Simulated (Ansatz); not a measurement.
What a trial cell of HRh₃ relaxes into

Computed with DFT PBE, scalar-relativistic, plane waves, PAW (Ansatz).

The start puts HRh₃ on the Cu3Au (L1_2) structure type (Pm-3m, No. 221), with H in place of Au, Rh in place of Cu, at a guessed volume.

The final relaxation ran on this input, with the default PAW datasets:

```yaml
crystal:
  lattice:
    - [3.6991052167, 0.0, 0.0]
    - [0.0, 3.6991052167, 0.0]
    - [0.0, 0.0, 3.6991052167]
  atoms:
    - { symbol: H, position: [0.0, 0.0, 0.0] }
    - { symbol: Rh, position: [0.0, 0.5, 0.5] }
    - { symbol: Rh, position: [0.5, 0.0, 0.5] }
    - { symbol: Rh, position: [0.5, 0.5, 0.0] }
basis:
  ecutwfc: 420
kpoints:
  mp_grid: { grid: [12, 12, 12] }
hamiltonian:
  xc: pbe
scf:
  occupations: { method: gaussian, width: 0.1 }
output:
  forces: true
  stress: true
  eigenvalues: true
relax:
  adjacent_minimum: "off"
  f_tol: 0.01
  max_steps: 80
  cell: { stress_tol: 0.05 }
```

Launched as:

```bash
ansatz run input.yaml --threads 1 --pin off --max-ram 2560MiB --backend cpu --events-out ev --progress --plain --runs-dir out
```

It took 29 s on 1 thread of Arm Neoverse V1, with other jobs on the host, peak memory 0.38 GiB.

End of the output:

```
SCF converged after 8 iterations
Free energy (F): -19221.548793 eV
Harris-Foulkes:  -19221.548793 eV  (|F-HF|=3.64e-12)
Internal energy: -19221.520339 eV  (E = F + TS)
E sigma→0 (E₀):  -19221.534566 eV
Entropy (-TS):   -0.028453 eV (-7.113 meV/atom)
Fermi energy:    17.821483 eV
--- Per-component energies (eV) ---
  E_band       = -453.280375
  E_kinetic    = 1731.594036
  E_local      = -5828.703214  (includes V_loc(G=0)·N_el)
  E_nonlocal   = 1071.205217
  E_hartree    = 2116.978318
  E_xc         = -671.597040
  E_vxc        = -843.211202  (∫ρ·V_xc dr)
  E_paw        = -10763.907403  (= ΣΔE_a)
  E_vpaw       = -818.123943  (= ΣTr[D̂ρ^β])
  E_aug_tail   = 0.002096  (compensation charges beyond the density's cutoff)
  E_ewald      = -6877.092349
  E_smearing   = -0.028453  (= −TS)
  E_closure    = 0.000000  (closes the sum)
  Σ components = -19221.548793   (vs F -19221.548793, Δ=0.00e0)
--- Forces (eV/Å), atoms counted from 1 ---
  atom   1  H      0.00000000     0.00000000     0.00000000
  atom   2  Rh     0.00000000     0.00000000     0.00000000
  atom   3  Rh     0.00000000     0.00000000     0.00000000
  atom   4  Rh     0.00000000     0.00000000     0.00000000
  max |Σ_I F_I| component: 1.72e-29 eV/Å
--- Stress (GPa, compression-positive) ---
        0.000879       0.000000       0.000000
        0.000000       0.000879       0.000000
        0.000000       0.000000       0.000879
  P = ⅓ Tr σ = 0.0009 GPa (0.009 kbar)
--- Relaxed structure (3 steps of the walk, 3 accepted, 1 SCFs on fresh bases) ---
  F+E_penalty+E_count = -19221.54879280 eV   max|allowed force component| = 9.729e-30 eV/Å   (the final SCF, on the basis selected at the relaxed cell)
  cell:  # Å, volume = 50.5729 Å³
    - [3.698048, 0.000000, 0.0]
    - [0.000000, 3.698048, 0.000000]
    - [0.0, 0.000000, 3.698048]
  atoms:
    - { symbol: H, position: [0.000000, 0.000000, 0.000000] }
    - { symbol: Rh, position: [0.000000, 0.5, 0.5] }
    - { symbol: Rh, position: [0.5, 0.000000, 0.5] }
    - { symbol: Rh, position: [0.5, 0.5, 0.000000] }
```

Total energies depend on the potentials used, so only differences within one code and one set of settings carry meaning.

The result has space group Pm-3m (No. 221). H has 12 Rh at 2.61 Å; around Rh lie 4 H at 2.61 Å and 8 Rh at 2.61 Å.

Against the elements it lies at 0.75 eV/atom. The zero of energy is the elements' standard structures at the same level (H₂ as a molecule); no fitted shifts are applied.

The k mesh leaves about 4 meV/atom of noise in metals.

Symmetry constrained the relaxation, so the result can be a saddle point.